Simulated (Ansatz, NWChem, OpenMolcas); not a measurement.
## How basis sets differ on AlNH2Cl (SMILES [NH2][Al][Cl])

AlNH2Cl has 5 atoms, charge 0, and is taken as a doublet. As SMILES, `[NH2][Al][Cl]`. Geometry: relaxed at PBE0-D4/def2-TZVP. This is one conformer, not always the lowest.

```tsv
atom	x (Å)	y (Å)	z (Å)
N	-0.5494	0.4617	-0.2320
Al	0.4026	-0.2916	1.0491
Cl	1.9070	-1.6497	0.4408
H	-1.2936	1.1233	-0.0835
H	-0.4166	0.2827	-1.2159
```

Each level gives the dipole moment (D). The values are calculated.

```
                            level          kind     program  value (D)  CPU time
           ROHF/ANO-RCC-MB (DKH2)  Hartree–Fock  OpenMolcas       3.76       5 s
               UHF/ANO-R0 (sfX2C)  Hartree–Fock  OpenMolcas       2.59     2.2 s
            UHF/ANO-RCC-MB (DKH2)  Hartree–Fock  OpenMolcas       3.76     2.6 s
                       UHF/STO-3G  Hartree–Fock  OpenMolcas       4.33     1.3 s
                        UHF/3-21G  Hartree–Fock      NWChem       3.93     2.9 s
UHF/6-31G** (spherical functions)  Hartree–Fock      Ansatz       2.89     1.2 s
                     UHF/def2-SVP  Hartree–Fock      Ansatz       2.55     1.6 s
                  UHF/aug-cc-pVDZ  Hartree–Fock      NWChem       2.40      68 s
```

The values span 2.40 to 4.33 D. Magnitudes only. Sets without polarisation functions give poor dipoles. Without the sets that lack polarisation functions the rows with a basis span only 2.40 to 2.89 D. Times are those of the runs behind each value, whatever else they computed, on shared processors of several kinds: orders of magnitude only.
